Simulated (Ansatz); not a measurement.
System: rock-salt MgS. Method: B3LYP (VWN-RPA form) in Ansatz (PAW).

Settings: plane-wave cutoff 460 eV, 8×8×8 k mesh, Fermi–Dirac smearing 0.01 eV, scalar-relativistic PAW data made under PBE.

The cell has the measured lattice parameters. Conventional cell: a = 5.2033 Å, b = 5.2033 Å, c = 5.2033 Å, α = 90.00°, β = 90.00°, γ = 90.00°.

```
CELL_PARAMETERS angstrom
      0.00000     2.60165     2.60165
      2.60165     0.00000     2.60165
      2.60165     2.60165     0.00000
ATOMIC_POSITIONS crystal
  Mg 0.00000 0.00000 0.00000
  S  0.50000 0.50000 0.50000
```

Question: List the 5 lowest band energies at Γ above −25 eV (eV, relative to the valence band maximum), grouping those that round alike.

Answer: At Γ: -13.69, 0.00 (×3), 5.31.

Note: cell and atoms aren't relaxed at this level (pressure 1.9 GPa).

Ansatz is a first-principles code.
